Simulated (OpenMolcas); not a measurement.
# HF/def-SVP (RICD fitting, PCM acetone) run of H3PO (phosphinous acid)

Aim: the vertical ionisation energy of H3PO (phosphinous acid) at HF/def-SVP (RICD fitting, PCM acetone), from 2 runs. 

The results are computed with OpenMolcas 26.06.

9 further runs of the same task are left out: 1 that didn't finish, 8 set aside as unsound or not needed.

## (1) The structure to begin with

H3PO: 5 atoms, total charge 0, spin state singlet. SMILES: `OP`. The coordinates come from a GFN2-xTB relaxation. This is one conformer, not always the lowest.

Bond lengths: O1–P2 1.645 Å, O1–H3 0.958 Å, P2–H4 1.403 Å, P2–H5 1.403 Å. Angles: O1–P2–H4 95.9°, O1–P2–H5 95.7°, P2–O1–H3 113.3°, H4–P2–H5 91.5°.

## (2) A single-point energy at HF/def-SVP (RICD fitting, PCM acetone)

input.xyz

```xyz
5

O      0.326920    -0.538490     0.764510
P      0.075570     0.235390    -0.665060
H      1.103530    -1.099890     0.760040
H     -1.287490    -0.081570    -0.762230
H     -0.218530     1.484560    -0.097260
```

run.input

```
&GATEWAY
Coord=input.xyz
Basis=def-SVP
Group=Full
RICD
RF-Input
PCM-Model
Solvent=acetone
End of RF-Input
&SEWARD
&SCF
PrOrbitals=1 2
```

Run with:

```
export MOLCAS_MEM=1860
pymolcas run.input > run.log
```

Log:

```text
--- Start Module: gateway ---
[...]
--- Stop Module: gateway /rc=_RC_ALL_IS_WELL_ ---
--- Start Module: seward ---
[...]
      Basis functions           47
--- Stop Module: seward /rc=_RC_ALL_IS_WELL_ ---
--- Start Module: scf ---
[...]
       Convergence after  10 Iterations
[...]
::    Total SCF energy                               -417.1784393276
[...]
      Total spin, S                                     0.0000000000
[...]
      Total electronic charge=   26.000000
      Total            charge=   -0.000000
[...]
      Dipole Moment (debye):
      Origin of the operator (angstrom)=    0.1433   -0.0203   -0.1695
                   X=  8.6936E-01               Y= -3.9549E-01               Z= -6.3056E-01           Total=  1.1445E+00
      Quadrupole Moment (debye*angstrom):
[...]
--- Stop Module: scf /rc=_RC_ALL_IS_WELL_ ---
[...]
```

It took 2.9 s on 1 thread of Arm Neoverse V1, shared host; peak memory 0.21 GiB.

## (3) The doublet cation

input.xyz is that of step 2.

run.input

```
&GATEWAY
Coord = input.xyz
Basis = def-SVP
Group = Full
RICD
RF-Input
PCM-Model
Solvent=acetone
End of RF-Input
&SEWARD
&SCF
UHF
Charge = 1
Spin = 2
PrOrbitals = 1 2
```

Run with:

```
export MOLCAS_MEM=1860
pymolcas run.input > run.log
```

Log:

```text
--- Start Module: gateway ---
[...]
--- Stop Module: gateway /rc=_RC_ALL_IS_WELL_ ---
--- Start Module: seward ---
[...]
      Basis functions           47
--- Stop Module: seward /rc=_RC_ALL_IS_WELL_ ---
--- Start Module: scf ---
[...]
       Convergence after  17 Iterations
[...]
::    Total SCF energy                               -416.9547373258
[...]
      Total spin, S                                     0.5034722405
[...]
      Total electronic charge=   25.000000
      Total            charge=    1.000000
[...]
      Dipole Moment (debye):
      Origin of the operator (angstrom)=    0.1433   -0.0203   -0.1695
                   X=  8.3545E-01               Y=  6.1056E-01               Z= -2.9977E+00           Total=  3.1713E+00
      Center of Charge (angstrom)
[...]
--- Stop Module: scf /rc=_RC_ALL_IS_WELL_ ---
[...]
```

Run time: 3.9 s. Hardware: 1 thread of Arm Neoverse V1, shared host; peak memory 0.21 GiB.

## (4) Outcome

At HF/def-SVP (RICD fitting, PCM acetone):

```
                                          quantity          value
                        singlet H3PO: total energy  -417.17844 Eh
                         singlet H3PO: HOMO energy      -10.15 eV
                         singlet H3PO: LUMO energy        4.25 eV
                       singlet H3PO: HOMO–LUMO gap       14.40 eV
                      doublet cation: total energy  -416.95474 Eh
doublet cation: HOMO energy (highest over α and β)      -14.23 eV
 doublet cation: LUMO energy (lowest over α and β)       -2.48 eV
                              doublet cation: ⟨S²⟩          0.757
vertical ionisation energy (to the doublet cation)       6.087 eV
```

What this shows: Removing an electron at fixed nuclei costs 6.09 eV (587 kJ/mol). The continuum is in equilibrium with both charges, so this lies below a true vertical value in solution, where the slow polarisation stays frozen. The negative HOMO energy of the first species, 10.15 eV, lies 4.06 eV above that difference.
